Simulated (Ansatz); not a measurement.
The inner images of a band of C2H3NO (7 atoms, charge 0, multiplicity 1) are given out of order.

Level of theory: Ansatz 0.2.0, RKS PBE/def2-SVP.

Initial state:

```xyz
7
Properties=species:S:1:pos:R:3
O -0.944 1.292 -0.386
C -0.135 0.329 0.030
C 0.765 -0.108 0.872
N 0.046 -1.046 -0.261
H -1.419 0.960 -1.176
H 1.012 -0.346 1.909
H 0.736 -1.150 -1.032
```

Final state:

```xyz
7
Properties=species:S:1:pos:R:3
O -1.144 0.808 -0.822
C -0.219 0.118 -0.173
C 0.704 -0.023 0.756
N 0.218 -1.205 -0.281
H -1.296 1.647 -0.341
H 0.855 -0.129 1.834
H 0.944 -1.284 -1.019
```

**Question.** Put them in order from the first end to the last, with their energies above the first end.
A.
```xyz
7
Properties=species:S:1:pos:R:3
O -1.017 0.794 -1.013
C -0.184 0.144 -0.212
C 0.430 -0.098 0.917
N 0.577 -1.040 -0.396
H -1.688 1.264 -0.479
H 0.460 -0.336 1.982
H 1.483 -0.796 -0.845
```
B.
```xyz
7
Properties=species:S:1:pos:R:3
O -0.860 1.341 -0.479
C -0.134 0.339 0.002
C 0.646 -0.164 0.906
N 0.080 -1.056 -0.308
H -1.540 0.964 -1.074
H 1.013 -0.371 1.910
H 0.855 -1.122 -1.004
```
C.
```xyz
7
Properties=species:S:1:pos:R:3
O -0.788 1.347 -0.586
C -0.132 0.327 -0.043
C 0.554 -0.195 0.920
N 0.141 -1.079 -0.346
H -1.636 1.016 -0.949
H 0.938 -0.371 1.923
H 0.984 -1.113 -0.964
```
D.
```xyz
7
Properties=species:S:1:pos:R:3
O -0.755 1.305 -0.709
C -0.129 0.302 -0.095
C 0.496 -0.199 0.919
N 0.220 -1.099 -0.370
H -1.701 1.078 -0.813
H 0.824 -0.361 1.945
H 1.107 -1.094 -0.923
```
E.
```xyz
7
Properties=species:S:1:pos:R:3
O -0.831 1.083 -0.936
C -0.144 0.233 -0.173
C 0.433 -0.159 0.922
N 0.401 -1.092 -0.387
H -1.742 1.178 -0.598
H 0.621 -0.330 1.983
H 1.324 -0.981 -0.857
```
F.
```xyz
7
Properties=species:S:1:pos:R:3
O -0.919 0.937 -0.996
C -0.162 0.192 -0.197
C 0.423 -0.131 0.921
N 0.494 -1.069 -0.391
H -1.729 1.219 -0.529
H 0.541 -0.324 1.988
H 1.414 -0.892 -0.841
```
G.
```xyz
7
Properties=species:S:1:pos:R:3
O -0.773 1.209 -0.841
C -0.131 0.269 -0.143
C 0.455 -0.183 0.919
N 0.310 -1.105 -0.383
H -1.735 1.136 -0.681
H 0.711 -0.344 1.966
H 1.224 -1.051 -0.884
```

**Answer.** B (+0.035 eV), C (+0.116 eV), D (+0.210 eV), G (+0.257 eV), E (+0.219 eV), F (+0.125 eV), A (+0.033 eV).

Run time: 6.7 min on 1 CPU thread of a shared host.
